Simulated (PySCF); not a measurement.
CH3S, SMILES C[S], multiplicity 2.

The structure is a stationary point at B3LYP-D3(BJ)/def2-TZVP. The isomer is the one that the SMILES or the coordinates give; other isomers of the formula were not compared.

Calculation: TDA-PBE/def2-TZVPD (PySCF).

Vertical excitations. The molecule is in vacuum.

Computed UV-visible absorptions:
```tsv
state	energy (eV)	λ (nm)	f	main pairs
root 1	0.29	4311	0.000	β HOMO→LUMO 100 %
root 2	3.87	321	0.002	β HOMO−1→LUMO 99 %
root 3	4.85	256	0.000	α HOMO→LUMO 27 %, β HOMO→LUMO+1 71 %
root 4	5.21	238	0.002	α HOMO→LUMO 69 %, β HOMO→LUMO+1 27 %
root 5	5.58	222	0.003	α HOMO→LUMO+1 27 %, β HOMO→LUMO+2 70 %
root 6	5.70	217	0.001	β HOMO−3→LUMO 100 %
root 7	5.86	212	0.043	β HOMO−2→LUMO 95 %
root 8	5.90	210	0.046	α HOMO→LUMO+1 72 %, β HOMO→LUMO+2 26 %
root 9	6.10	203	0.005	α HOMO→LUMO+3 9 %, β HOMO→LUMO+3 88 %
root 10	6.20	200	0.000	β HOMO→LUMO+4 98 %
```
Unrestricted roots are not spin-pure.
